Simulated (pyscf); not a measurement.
This saddle point was located with ωB97X-D3(BJ)/def2-SVP in PySCF.

```xyz
10

O     -0.6447    -0.5135     0.9995
Si    -0.7913     0.6137    -0.4502
O      0.0883     0.0554    -1.7364
O     -2.3391     0.1592    -0.8851
H     -1.3468    -0.4855     1.6626
H     -1.0424     2.0141    -0.0787
H      1.0367     0.1491    -1.5878
H     -2.3827    -0.6177    -1.4536
F      0.9614     0.8571     0.4736
H      0.3102     0.0267     1.1654
```

Surface: singlet, charge 0. Lowest wavenumbers (cm⁻¹): 571i, 157, 239, 302, 362.

### Question
Which two sides does it connect, and which bonds change?

### Answer
HO–SiH(OH)–OH (SMILES O[SiH](O)O) + HF (SMILES F) <-> H₂O (SMILES O) + HO–SiH(OH)–F (SMILES O[SiH](O)F), a four-centre exchange read from left to right: O–Si, F–H broken and H–O, F–Si formed. At ωB97M-D3(BJ)/def2-TZVP it lies +48.5 kJ/mol from the left side and +92.8 kJ/mol from the right (each side as separated species at their lowest minima found). On the reactant side the descent ends in a bound adduct, 45.7 kJ/mol under the separated species and 96.1 kJ/mol under the saddle at ωB97X-D3(BJ)/def2-TZVP. One saddle was located; it need not be the lowest between these sides.
